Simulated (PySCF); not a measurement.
**Broadened absorption spectrum of C3H5NS**

Compound: C₃H₅NS.
Numbering: `[H]/[N:1]=[CH:2]\[CH2:3][CH:4]=[S:5]` (hydrogens: H6 on N1; H7 on C2; H8, H9 on C3; H10 on C4)

Method used: TDDFT PBE0/def2-SVPD, vertical, gas phase, core orbitals frozen in the response in PySCF 2.14.0, density-fitted response routines. The structure is a single GFN2-xTB conformer in the gas phase; no vibrational or solvent corrections. Torsions of this conformer, `[H]/[N:1]=[CH:2]\[CH2:3][CH:4]=[S:5]`: N1–C2–C3–C4 -121°, C2–C3–C4–S5 116°.

Each state is given a Gaussian of 0.25 eV full width at half maximum, with ε(max) = 2.175×10⁸ f / Δν̃ (Δν̃ the width in cm⁻¹). The cross-section is σ = 3.8235×10⁻²¹ ε cm², given in Mb (10⁻¹⁸ cm²). The width is an assumption, not a result. The curve ends short of the highest state used, and states not computed would add to its high-energy end.

```tsv
E (eV)	σ (Mb)
2.04	0.00
2.13	0.01
2.22	0.05
2.31	0.16
2.41	0.25
2.50	0.18
2.59	0.06
2.69	0.01
2.78	0.00
2.87	0.00
2.97	0.00
3.06	0.00
3.15	0.00
3.24	0.00
3.34	0.00
3.43	0.00
3.52	0.00
3.62	0.00
3.71	0.00
3.80	0.00
3.90	0.08
3.99	1.01
4.08	6.26
4.18	20.55
4.27	28.04
4.36	18.64
4.45	6.04
4.55	0.74
4.64	0.05
4.73	0.00
4.83	0.00
4.92	0.03
5.01	0.25
5.11	0.97
5.20	1.53
5.29	1.22
5.38	0.96
5.48	3.62
5.57	9.55
5.66	12.70
5.76	8.86
5.85	6.90
5.94	12.40
6.04	31.40
```

**Question.** Locate the maxima and give the states behind the curve.

**Answer.** 514 nm (2.41 eV), ε about 66, made up of S1 (100%); 291 nm (4.26 eV), ε about 7300, made up of S2 (100%); 238 nm (5.21 eV), ε about 400, made up of S3 (100%); 219 nm (5.65 eV), ε about 3300, made up of S4 (98%) (ε in L mol⁻¹ cm⁻¹; maxima over ε = 5, shares over 10%). At its high-energy end, 6.04 eV, the curve is still rising (ε about 8200, from S6). The states used: S1 2.41 eV (f 0.0006); S2 4.26 eV (f 0.068); S3 5.21 eV (f 0.0037); S4 5.65 eV (f 0.030); S5 5.91 eV (f 0.010); S6 6.14 eV (f 0.105); S7 6.38 eV (f 0.189); S8 6.64 eV (f 0.048).

**Question.** Coming from long wavelengths, where does ε first pass 100 L mol⁻¹ cm⁻¹?

**Answer.** At about 314 nm (3.95 eV), 1.54 eV above S1.

**Question.** Does any computed singlet lie in the visible range?

**Answer.** S1 lies in the visible range (380 to 750 nm), at 514 nm, f = 0.0006; light of that wavelength is green, and its complementary colour is purple; a Tamm–Dancoff triplet lies at 659 nm, without intensity as long as spin–orbit coupling is left out.

**Question.** On this curve, what absorbance would a 10⁻⁴ mol/L sample give at 248 nm over a 1 cm path?

**Answer.** 248 nm is 4.999 eV, where ε is about 54 L mol⁻¹ cm⁻¹, so A = ε c l ≈ 0.0054 (Beer–Lambert, with the gas-phase spectrum and the assumed width).
